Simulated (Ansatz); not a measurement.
# C₂H₃ClO (singlet): wave-function methods side by side, cc-pV(D+d)Z

An exercise on one series of results from a longer session: the logs are not shown, and one member is left open.

Computed with Ansatz 0.2.0, Gaussian basis. Level: cc-pV(D+d)Z, core rule «outside noble gas», up to 8 orbitals frozen.

Plan: UHF; CCSD(T) on RHF; CCSDT(Q) on RHF.

2 further runs of the same task are left out: 2 set aside as unsound or not needed.

### What is computed

The geometry is an MP2(full)/6-31G* stationary point (not a proven minimum).

7 atoms, charge 0, spin multiplicity 1.

Atoms are counted from 1 here; the program's logs count them from 0.

Bond lengths: C1–C2 1.498 Å, C1–Cl3 1.800 Å, C1–O4 1.200 Å, C2–H5 1.090 Å, C2–H6 1.092 Å, C2–H7 1.092 Å. Angles: C2–C1–Cl3 111.9°, C2–C1–O4 127.4°, Cl3–C1–O4 120.6°, C1–C2–H5 108.8°, C1–C2–H6 109.6°, C1–C2–H7 109.6°, H5–C2–H6 110.5°, H5–C2–H7 110.5°, H6–C2–H7 107.9°.

The first run:

File in.yaml:

```yaml
crystal:
  periodic: [false, false, false]
  atoms:
    - {symbol: C, position_ang: [0.078136, 0.574889, 0.000000]}
    - {symbol: C, position_ang: [1.564211, 0.767388, 0.000000]}
    - {symbol: Cl, position_ang: [-0.374150, -1.166988, 0.000000]}
    - {symbol: O, position_ang: [-0.767403, 1.425951, 0.000000]}
    - {symbol: H, position_ang: [1.779163, 1.835804, 0.000000]}
    - {symbol: H, position_ang: [1.995983, 0.291078, 0.882679]}
    - {symbol: H, position_ang: [1.995983, 0.291078, -0.882679]}
basis:
  gaussian: {orbitals: "cc-pV(D+d)Z.json"}
magnetization: {spin_polarized: true, initial_magnetization: 0}
hamiltonian: {xc: hf}
output: {orbitals: {seedname: orbitals}}
```

Run with:

```bash
$ ansatz run in.yaml --threads 1 --pin off --events-out ev --progress --plain --max-ram 3956MiB --backend cpu
```

Among the steps run: UHF; CCSD(T) on RHF; CCSDT(Q) on RHF.

One of the session's tables, all rows but one given; the rest of the session is left out.

| method | from RCCSDT(Q) (meV) |
| --- | --- |
| RHF | +17711.6 |
| RMP2 | ? |
| RCCSD | +640.6 |
| RCCSD(T) | +73.7 |
| RCCSDT | +50.5 |
| RCCSDT(Q) | 0 |

Estimate the missing values for RMP2.

As computed: from RCCSDT(Q) (meV): +1484.5. In the column «from RCCSDT(Q) (meV)» it lies between RCCSD (+640.6) and RHF (+17711.6).
